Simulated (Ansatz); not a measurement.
Run this with the Python package of Ansatz (0.2.0) and show what comes out.

The script, `relaxed_scan_bh4n2.py`:
```python
# -*- coding: utf-8 -*-
"""One bond of BH4N2 held at set lengths while the rest relaxes."""

import ansatz
import numpy as np

geometry_ang = [
    ("N", [-0.7188, 0.0269, -0.9342]),
    ("B", [-0.3688, -0.6704, 0.3201]),
    ("N", [0.9341, -0.3702, 0.9803]),
    ("H", [-1.6476, -0.2555, -1.2053]),
    ("H", [-0.8576, 1.0744, -0.7125]),
    ("H", [0.979, 0.6641, 1.2181]),
    ("H", [1.741, -0.5374, 0.2878]),
]
mol = ansatz.Crystal.molecule()
for symbol, xyz in geometry_ang:
    mol = mol.atom(symbol, xyz)

model = (
    mol.calculation()
    .basis(gaussian="def2-SVP")
    .functional("pbe0", dispersion="d4")
    .spin("collinear", total=1)
)
symbols = [site.symbol for site in mol.cartesian_sites]
pairs = [(0, 1), (0, 3), (0, 4), (1, 2), (2, 5), (2, 6)]
print("held (A)   E (eV)        ", "  ".join(f"{symbols[i]}{i}-{symbols[j]}{j}" for i, j in pairs))
for length in [1.36, 1.48, 1.6, 1.77, 1.99]:
    rep = model.relax(constraints=[ansatz.DistanceConstraint((0, 1), at=length)], force_tolerance=0.02, max_steps=60).run(threads=1, pin="off").report
    xyz = np.array(rep["positions_ang"])
    print(f"{length:6.2f} {rep['free_energy_ev']:14.5f}  ", "  ".join(f"{np.linalg.norm(xyz[i] - xyz[j]):.3f}" for i, j in pairs))
```

```console
$ python relaxed_scan_bh4n2.py
held (A)   E (eV)         N0-B1  N0-H3  N0-H4  B1-N2  N2-H5  N2-H6
DeckWarning: relax.constraints: the input's atoms, or those drawn, lie off the distances that are held; a relaxation that starts there is brought onto them ahead of its first SCF, by positions alone, [...]
  1.36    -3714.51736   1.360  1.009  1.017  1.403  1.016  1.009
  1.48    -3714.44356   1.480  1.009  1.014  1.397  1.015  1.009
  1.60    -3714.02274   1.600  1.014  1.018  1.389  1.016  1.010
  1.77    -3713.25948   1.770  1.021  1.024  1.379  1.016  1.011
  1.99    -3712.31997   1.990  1.027  1.027  1.370  1.012  1.017
```
(Warnings from the package without file and line, shortened, repeats left out.)

Caveats:
- Total energies depend on the basis set; only differences at equal settings carry meaning.
- The energies are electronic: no zero-point or thermal terms, and the basis set is short of its limit.
- The species is open-shell (spin multiplicity 2).
- Timing: 3.1 min on 1 thread of Arm Neoverse V1, on a shared host, peak memory 0.21 GiB.
